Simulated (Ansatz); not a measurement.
Relaxation of CH2NaO (5 atoms, charge -1, multiplicity 1), to a largest force component of 0.02 eV/Å in at most 40 steps.

These are results of RKS PBE/cc-pVDZ in Ansatz, not measurements.

```xyz
5
Properties=species:S:1:pos:R:3:forces:R:3
O 0.045 -0.572 0.975 0.97 1.98 -0.96
C 0.578 0.257 -0.189 -1.17 -1.14 1.00
Na -1.054 2.227 -0.371 0.11 -0.13 -0.02
H 0.096 -1.492 0.706 -0.19 -0.93 -0.51
H 0.334 -0.420 -1.120 0.29 0.21 0.48
```

Question: Where does it end, and by what steps?

Answer: It converged. Limits of this set-up: an anion without diffuse functions, the dipole of an ion depends on the origin. After 7 steps the energy has fallen by 0.267 eV; O1 moved furthest, 0.23 Å.

```tsv
step	energy less start (eV)	largest force component (eV/Å)	accepted
0	0.0000	1.984	yes
1	-0.0419	2.751	yes
2	-0.1762	1.523	yes
3	-0.2277	1.039	yes
4	-0.2299	0.963	yes
5	-0.2650	0.093	yes
6	-0.2666	0.032	yes
7	-0.2667	0.019	yes
```

```xyz
5
Properties=species:S:1:pos:R:3
O 0.276 -0.615 0.970
C 0.530 0.250 -0.095
Na -1.068 2.191 -0.462
H -0.054 -1.481 0.639
H 0.316 -0.345 -1.051
```

Run time: 25 s on 1 thread of Arm Neoverse V1 (shared host), peak memory 0.13 GiB.
